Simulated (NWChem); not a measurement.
**Extrapolating the CCSD(T) correlation energy of ammonia (H3N)**

```
N
H 1 1.0309
H 1 1.0310 2 104.01
H 1 1.0310 2 104.01 3 -108.62
```
Charge 0, spin multiplicity 1.

Program: NWChem. All single points use one geometry, from PBE/def2-SVP, a minimum by its harmonic frequencies.

The correlated methods keep 1 core orbital frozen. Coupled-cluster values serve here as a point of comparison, not as the truth.

Worked example. The CCSD(T) correlation energy is -208.38 mHa in cc-pVDZ and -257.00 mHa in cc-pVTZ. The form E(X) = E∞ + A/X³ turns the pair into an estimate of the basis-set limit.

E∞ = (3³·(-257.00) − 2³·(-208.38))/(3³ − 2³) = -277.5 mHa. The larger basis holds 93 % of that. This is a two-point estimate, and a rough one from so small a pair.
